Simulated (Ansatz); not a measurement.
`CCC1=NC1` + H₂O → `OC1=NC1` + ethane at 500 K and 1 bar (formal hydrolysis of a C–C bond).

Gas-phase electronic energies from Ansatz, PBE0-D4/def2-TZVP geometries. CBS: MP2 limit from def2 TZ/QZ plus the TZ coupled-cluster correction, frozen cores. This one scheme is used for every species. One conformer a species, not always the lowest.

```csv
species,CCSD(T)/CBS energy (Eh),H − E (kJ/mol),S (J/(mol·K))
`CCC1=NC1`,-211.05337,309.6,371.6
H₂O,-76.37941,73.2,206.3
`OC1=NC1`,-207.69976,161.8,306.2
`CC`,-79.71954,220.5,259.9
```

H − E and S are ideal-gas, rigid-rotor, harmonic terms from PBE0-D4/def2-TZVP, for one conformer and one mirror image of each species. 1 Eh = 2625.50 kJ/mol, R = 8.31446 J/(mol·K).

By hand: ΔE, ΔH, ΔS and ΔG.

ΔE = (-207.69976) + (-79.71954) − (-211.05337) − (-76.37941) = 0.01348 Eh = 35.4 kJ/mol. Δ(H − E) = 161.8 + 220.5 − 309.6 − 73.2 = -0.5, so ΔH = 34.9 kJ/mol. ΔS = 306.2 + 259.9 − 371.6 − 206.3 = -11.8 J/(mol·K). ΔG = 34.9 − 500 × (-11.8)/1000 = 40.8 kJ/mol.

By hand: the equilibrium constant, and the temperature at which ΔG would vanish if ΔH and ΔS stayed fixed.

log₁₀ K = −ΔG/(RT ln 10) = -4.3. ΔH and −TΔS have one sign here, so there is no such temperature.

The number of gas molecules stays the same, so ΔS is small and ΔH decides. A doubt of 5 kJ/mol in ΔE shifts log₁₀ K by 0.5 here. Other conformers and mirror images would add mixing entropy, several J/(mol·K) or more a flexible species. These are equilibria of isolated gas molecules and say nothing of rates. Largest T1 diagnostic: 0.013 (customary marks: 0.02 for closed shells, 0.045 for open ones).

ΔS is within the doubt of such terms, so its sign, and with it that verdict, could turn.
